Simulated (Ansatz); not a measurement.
**Molecular dynamics of AlH$_{5}$OSi**

Input:

```yaml
crystal:
  periodic: [false, false, false]
  atoms:
    - { symbol: Al, position_ang: [-0.235352, 0.386897, 0.37128] }
    - { symbol: H, position_ang: [0.752515, -0.565708, 1.448449] }
    - { symbol: O, position_ang: [1.350825, -0.679921, 0.318224] }
    - { symbol: Si, position_ang: [2.764049, -1.528513, -0.139522] }
    - { symbol: H, position_ang: [2.492456, -3.00609, -0.152171] }
    - { symbol: H, position_ang: [3.177654, -1.073393, -1.511424] }
    - { symbol: H, position_ang: [3.853144, -1.230838, 0.850728] }
    - { symbol: H, position_ang: [-0.568591, 0.996065, -1.110563] }
basis:
  gaussian: { orbitals: def2-SVP }
hamiltonian:
  xc: pbe
md:
  timestep: 0.5
  n_steps: 200
  ensemble: nve
  temperature: 100.0
  initial_velocities: maxwell_boltzmann
  seed: 3468
```

Command:

```bash
$ ansatz run input.yaml --threads 1 --pin off --max-ram 2048MiB --backend cpu --events-out ev --progress --plain --runs-dir out
```

It starts at the highest image of a converged band. Of that band: Neighbouring images differ by up to 1.9 eV, so the band resolves the path poorly. A vibrational analysis at the climbing image gives one clearly imaginary mode, 1289i cm⁻¹: a first-order saddle point.

Output, in part (one step line in 3, the closing report, with atoms numbered from 0):

```
md step     0: t =     0.00 fs  T =   100.0 K  F+E_penalty+E_count = -16585.31237101 eV  E_kin = 0.077556 eV  conserved = -16585.23481501 eV  (25 SCF iters)
md step     3: t =     1.50 fs  T =    86.1 K  F+E_penalty+E_count = -16585.30151337 eV  E_kin = 0.066795 eV  conserved = -16585.23471883 eV  (29 SCF iters)
md step     6: t =     3.00 fs  T =    58.7 K  F+E_penalty+E_count = -16585.28010446 eV  E_kin = 0.045528 eV  conserved = -16585.23457675 eV  (22 SCF iters)
md step     9: t =     4.50 fs  T =    41.6 K  F+E_penalty+E_count = -16585.26678885 eV  E_kin = 0.032272 eV  conserved = -16585.23451706 eV  (22 SCF iters)
md step    12: t =     6.00 fs  T =    45.3 K  F+E_penalty+E_count = -16585.26973978 eV  E_kin = 0.035167 eV  conserved = -16585.23457253 eV  (29 SCF iters)
md step    15: t =     7.50 fs  T =    60.9 K  F+E_penalty+E_count = -16585.28187661 eV  E_kin = 0.047203 eV  conserved = -16585.23467357 eV  (29 SCF iters)
md step    18: t =     9.00 fs  T =    72.1 K  F+E_penalty+E_count = -16585.29061260 eV  E_kin = 0.055926 eV  conserved = -16585.23468680 eV  (27 SCF iters)
md step    21: t =    10.50 fs  T =    78.4 K  F+E_penalty+E_count = -16585.29539431 eV  E_kin = 0.060840 eV  conserved = -16585.23455444 eV  (29 SCF iters)
md step    24: t =    12.00 fs  T =   103.2 K  F+E_penalty+E_count = -16585.31446821 eV  E_kin = 0.080075 eV  conserved = -16585.23439289 eV  (28 SCF iters)
md step    27: t =    13.50 fs  T =   175.7 K  F+E_penalty+E_count = -16585.37057707 eV  E_kin = 0.136280 eV  conserved = -16585.23429663 eV  (28 SCF iters)
md step    30: t =    15.00 fs  T =   316.4 K  F+E_penalty+E_count = -16585.47958755 eV  E_kin = 0.245387 eV  conserved = -16585.23420068 eV  (28 SCF iters)
md step    33: t =    16.50 fs  T =   546.0 K  F+E_penalty+E_count = -16585.65758670 eV  E_kin = 0.423492 eV  conserved = -16585.23409479 eV  (28 SCF iters)
md step    36: t =    18.00 fs  T =   888.8 K  F+E_penalty+E_count = -16585.92338144 eV  E_kin = 0.689286 eV  conserved = -16585.23409587 eV  (27 SCF iters)
md step    39: t =    19.50 fs  T =  1353.7 K  F+E_penalty+E_count = -16586.28425556 eV  E_kin = 1.049884 eV  conserved = -16585.23437173 eV  (27 SCF iters)
md step    42: t =    21.00 fs  T =  1907.1 K  F+E_penalty+E_count = -16586.71415184 eV  E_kin = 1.479091 eV  conserved = -16585.23506036 eV  (26 SCF iters)
md step    45: t =    22.50 fs  T =  2452.7 K  F+E_penalty+E_count = -16587.13820434 eV  E_kin = 1.902178 eV  conserved = -16585.23602600 eV  (27 SCF iters)
md step    48: t =    24.00 fs  T =  2857.6 K  F+E_penalty+E_count = -16587.45293775 eV  E_kin = 2.216262 eV  conserved = -16585.23667624 eV  (27 SCF iters)
md step    51: t =    25.50 fs  T =  3036.7 K  F+E_penalty+E_count = -16587.59178425 eV  E_kin = 2.355124 eV  conserved = -16585.23666050 eV  (27 SCF iters)
md step    54: t =    27.00 fs  T =  3000.2 K  F+E_penalty+E_count = -16587.56312758 eV  E_kin = 2.326865 eV  conserved = -16585.23626279 eV  (27 SCF iters)
md step    57: t =    28.50 fs  T =  2814.3 K  F+E_penalty+E_count = -16587.41853169 eV  E_kin = 2.182627 eV  conserved = -16585.23590432 eV  (27 SCF iters)
md step    60: t =    30.00 fs  T =  2536.5 K  F+E_penalty+E_count = -16587.20290980 eV  E_kin = 1.967214 eV  conserved = -16585.23569590 eV  (28 SCF iters)
md step    63: t =    31.50 fs  T =  2200.5 K  F+E_penalty+E_count = -16586.94207527 eV  E_kin = 1.706591 eV  conserved = -16585.23548414 eV  (28 SCF iters)
md step    66: t =    33.00 fs  T =  1840.6 K  F+E_penalty+E_count = -16586.66265465 eV  E_kin = 1.427468 eV  conserved = -16585.23518679 eV  (28 SCF iters)
md step    69: t =    34.50 fs  T =  1508.0 K  F+E_penalty+E_count = -16586.40438054 eV  E_kin = 1.169539 eV  conserved = -16585.23484199 eV  (29 SCF iters)
md step    72: t =    36.00 fs  T =  1264.9 K  F+E_penalty+E_count = -16586.21549258 eV  E_kin = 0.980975 eV  conserved = -16585.23451771 eV  (29 SCF iters)
md step    75: t =    37.50 fs  T =  1169.9 K  F+E_penalty+E_count = -16586.14166822 eV  E_kin = 0.907326 eV  conserved = -16585.23434225 eV  (26 SCF iters)
md step    78: t =    39.00 fs  T =  1253.6 K  F+E_penalty+E_count = -16586.20680044 eV  E_kin = 0.972212 eV  conserved = -16585.23458854 eV  (27 SCF iters)
md step    81: t =    40.50 fs  T =  1472.2 K  F+E_penalty+E_count = -16586.37747333 eV  E_kin = 1.141803 eV  conserved = -16585.23567046 eV  (28 SCF iters)
md step    84: t =    42.00 fs  T =  1653.8 K  F+E_penalty+E_count = -16586.52014634 eV  E_kin = 1.282656 eV  conserved = -16585.23749078 eV  (28 SCF iters)
md step    87: t =    43.50 fs  T =  1575.2 K  F+E_penalty+E_count = -16586.45868098 eV  E_kin = 1.221640 eV  conserved = -16585.23704106 eV  (26 SCF iters)
md step    90: t =    45.00 fs  T =  1432.3 K  F+E_penalty+E_count = -16586.34392187 eV  E_kin = 1.110830 eV  conserved = -16585.23309176 eV  (25 SCF iters)
md step    93: t =    46.50 fs  T =  1761.0 K  F+E_penalty+E_count = -16586.60176772 eV  E_kin = 1.365750 eV  conserved = -16585.23601751 eV  (26 SCF iters)
md step    96: t =    48.00 fs  T =  2161.3 K  F+E_penalty+E_count = -16586.91546515 eV  E_kin = 1.676236 eV  conserved = -16585.23922924 eV  (27 SCF iters)
md step    99: t =    49.50 fs  T =  2087.8 K  F+E_penalty+E_count = -16586.85665668 eV  E_kin = 1.619248 eV  conserved = -16585.23740847 eV  (27 SCF iters)
md step   102: t =    51.00 fs  T =  1712.4 K  F+E_penalty+E_count = -16586.56354749 eV  E_kin = 1.328084 eV  conserved = -16585.23546355 eV  (27 SCF iters)
md step   105: t =    52.50 fs  T =  1329.7 K  F+E_penalty+E_count = -16586.26599381 eV  E_kin = 1.031272 eV  conserved = -16585.23472157 eV  (27 SCF iters)
md step   108: t =    54.00 fs  T =  1067.7 K  F+E_penalty+E_count = -16586.06275082 eV  E_kin = 0.828084 eV  conserved = -16585.23466658 eV  (28 SCF iters)
md step   111: t =    55.50 fs  T =   944.6 K  F+E_penalty+E_count = -16585.96724050 eV  E_kin = 0.732598 eV  conserved = -16585.23464286 eV  (30 SCF iters)
md step   114: t =    57.00 fs  T =   979.1 K  F+E_penalty+E_count = -16585.99348493 eV  E_kin = 0.759313 eV  conserved = -16585.23417237 eV  (30 SCF iters)
md step   117: t =    58.50 fs  T =  1256.7 K  F+E_penalty+E_count = -16586.20839891 eV  E_kin = 0.974635 eV  conserved = -16585.23376348 eV  (29 SCF iters)
md step   120: t =    60.00 fs  T =  1832.5 K  F+E_penalty+E_count = -16586.65595638 eV  E_kin = 1.421234 eV  conserved = -16585.23472198 eV  (28 SCF iters)
md step   123: t =    61.50 fs  T =  2541.9 K  F+E_penalty+E_count = -16587.20829448 eV  E_kin = 1.971403 eV  conserved = -16585.23689183 eV  (27 SCF iters)
md step   126: t =    63.00 fs  T =  3026.0 K  F+E_penalty+E_count = -16587.58620632 eV  E_kin = 2.346881 eV  conserved = -16585.23932505 eV  (27 SCF iters)
md step   129: t =    64.50 fs  T =  2916.8 K  F+E_penalty+E_count = -16587.50220500 eV  E_kin = 2.262157 eV  conserved = -16585.24004824 eV  (27 SCF iters)
md step   132: t =    66.00 fs  T =  2249.6 K  F+E_penalty+E_count = -16586.97913949 eV  E_kin = 1.744666 eV  conserved = -16585.23447324 eV  (28 SCF iters)
md step   135: t =    67.50 fs  T =  1897.1 K  F+E_penalty+E_count = -16586.70392847 eV  E_kin = 1.471299 eV  conserved = -16585.23262977 eV  (28 SCF iters)
md step   138: t =    69.00 fs  T =  2132.4 K  F+E_penalty+E_count = -16586.89127407 eV  E_kin = 1.653772 eV  conserved = -16585.23750176 eV  (28 SCF iters)
md step   141: t =    70.50 fs  T =  2249.7 K  F+E_penalty+E_count = -16586.98220185 eV  E_kin = 1.744748 eV  conserved = -16585.23745435 eV  (28 SCF iters)
md step   144: t =    72.00 fs  T =  2095.3 K  F+E_penalty+E_count = -16586.86088481 eV  E_kin = 1.625031 eV  conserved = -16585.23585390 eV  (27 SCF iters)
md step   147: t =    73.50 fs  T =  1869.3 K  F+E_penalty+E_count = -16586.68483239 eV  E_kin = 1.449731 eV  conserved = -16585.23510167 eV  (27 SCF iters)
md step   150: t =    75.00 fs  T =  1690.4 K  F+E_penalty+E_count = -16586.54607350 eV  E_kin = 1.311023 eV  conserved = -16585.23505064 eV  (27 SCF iters)
md step   153: t =    76.50 fs  T =  1566.0 K  F+E_penalty+E_count = -16586.44977538 eV  E_kin = 1.214546 eV  conserved = -16585.23522891 eV  (28 SCF iters)
md step   156: t =    78.00 fs  T =  1462.6 K  F+E_penalty+E_count = -16586.36958403 eV  E_kin = 1.134363 eV  conserved = -16585.23522058 eV  (28 SCF iters)
md step   159: t =    79.50 fs  T =  1373.7 K  F+E_penalty+E_count = -16586.30042643 eV  E_kin = 1.065384 eV  conserved = -16585.23504230 eV  (28 SCF iters)
md step   162: t =    81.00 fs  T =  1319.2 K  F+E_penalty+E_count = -16586.25831600 eV  E_kin = 1.023102 eV  conserved = -16585.23521417 eV  (28 SCF iters)
md step   165: t =    82.50 fs  T =  1268.8 K  F+E_penalty+E_count = -16586.22014946 eV  E_kin = 0.984030 eV  conserved = -16585.23611980 eV  (28 SCF iters)
md step   168: t =    84.00 fs  T =  1095.3 K  F+E_penalty+E_count = -16586.08644804 eV  E_kin = 0.849508 eV  conserved = -16585.23694048 eV  (29 SCF iters)
md step   171: t =    85.50 fs  T =   737.0 K  F+E_penalty+E_count = -16585.80673905 eV  E_kin = 0.571582 eV  conserved = -16585.23515719 eV  (26 SCF iters)
md step   174: t =    87.00 fs  T =   529.6 K  F+E_penalty+E_count = -16585.64317774 eV  E_kin = 0.410727 eV  conserved = -16585.23245103 eV  (29 SCF iters)
md step   177: t =    88.50 fs  T =   863.8 K  F+E_penalty+E_count = -16585.90427171 eV  E_kin = 0.669898 eV  conserved = -16585.23437407 eV  (29 SCF iters)
md step   180: t =    90.00 fs  T =  1471.7 K  F+E_penalty+E_count = -16586.37797530 eV  E_kin = 1.141364 eV  conserved = -16585.23661114 eV  (29 SCF iters)
md step   183: t =    91.50 fs  T =  1956.7 K  F+E_penalty+E_count = -16586.75418730 eV  E_kin = 1.517514 eV  conserved = -16585.23667294 eV  (28 SCF iters)
md step   186: t =    93.00 fs  T =  2248.2 K  F+E_penalty+E_count = -16586.97977120 eV  E_kin = 1.743617 eV  conserved = -16585.23615397 eV  (28 SCF iters)
md step   189: t =    94.50 fs  T =  2418.7 K  F+E_penalty+E_count = -16587.11157229 eV  E_kin = 1.875877 eV  conserved = -16585.23569508 eV  (27 SCF iters)
md step   192: t =    96.00 fs  T =  2548.9 K  F+E_penalty+E_count = -16587.21224372 eV  E_kin = 1.976829 eV  conserved = -16585.23541443 eV  (27 SCF iters)
md step   195: t =    97.50 fs  T =  2691.8 K  F+E_penalty+E_count = -16587.32304026 eV  E_kin = 2.087657 eV  conserved = -16585.23538370 eV  (27 SCF iters)
md step   198: t =    99.00 fs  T =  2855.4 K  F+E_penalty+E_count = -16587.45023602 eV  E_kin = 2.214540 eV  conserved = -16585.23569637 eV  (27 SCF iters)
md step   200: t =   100.00 fs  T =  2952.0 K  F+E_penalty+E_count = -16587.52561093 eV  E_kin = 2.289442 eV  conserved = -16585.23616885 eV  (25 SCF iters)
Total energy: -16587.52565376 eV, -609.5803243468 hartree
Atom 0 at    -0.072648     0.317783     0.439592 Å, force    -1.424822     0.839672    -0.026348 eV/Å
Atom 1 at    -0.184640     0.768502     2.156968 Å, force    -0.081732    -0.285183    -1.671153 eV/Å
Atom 2 at     1.237808    -0.692107     0.076538 Å, force     1.271380    -0.732903    -0.178992 eV/Å
Atom 3 at     2.719360    -1.495892    -0.104239 Å, force    -0.018054     0.518930    -0.372520 eV/Å
Atom 4 at     2.536902    -2.990050    -0.097395 Å, force    -0.131098     0.079965     0.033522 eV/Å
Atom 5 at     3.434196    -1.090540    -1.396374 Å, force    -0.436212    -0.122138     0.176810 eV/Å
Atom 6 at     3.746592    -1.116410     0.934197 Å, force    -0.268100    -0.015891     0.222430 eV/Å
Atom 7 at    -1.142096     0.683056    -1.047931 Å, force     1.088638    -0.282451     1.816251 eV/Å
Dipole moment:    -0.003985     0.014908     0.061418 e Å
```

All steps were run. The conserved energy stayed within 0.69 meV per atom of its start (net change -0.17 meV per atom), so the integration is sound. The kinetic energy rose, since the run started high on the potential surface and went downhill. A run of 0.1 ps of so small a system gives no equilibrium averages. The orbitals stay closed-shell, which can raise the energy where a bond breaks towards radicals; this wasn't checked here.

Between its relaxed ends the band would form H2–O3 and break Al1–H2. These pairs go: H2–O3 1.28 → 2.91 Å, Al1–H2 1.74 → 1.78 Å. In the last frame they stand as before the step (other bonds may differ from the relaxed reactants and products). These pairs come and go: their bonding changes 8 times, last at 97 of 100 fs, so the outcome isn't settled. It ends as one piece, AlH5OSi. Pairs count as bonded within 1.25 times the sum of covalent radii (0.12 Å more for H–H).

Last frame:

```xyz
8
Properties=species:S:1:pos:R:3
Al -0.073 0.318 0.440
H -0.185 0.768 2.157
O 1.238 -0.692 0.076
Si 2.719 -1.496 -0.104
H 2.537 -2.990 -0.097
H 3.434 -1.091 -1.396
H 3.747 -1.116 0.934
H -1.142 0.683 -1.048
```

The run took 6.4 min on 1 thread of Intel(R) Xeon(R) Platinum 8259CL CPU @ 2.50GHz (Skylake/Cascade Lake), with other jobs on the host, peak memory 0.14 GiB.
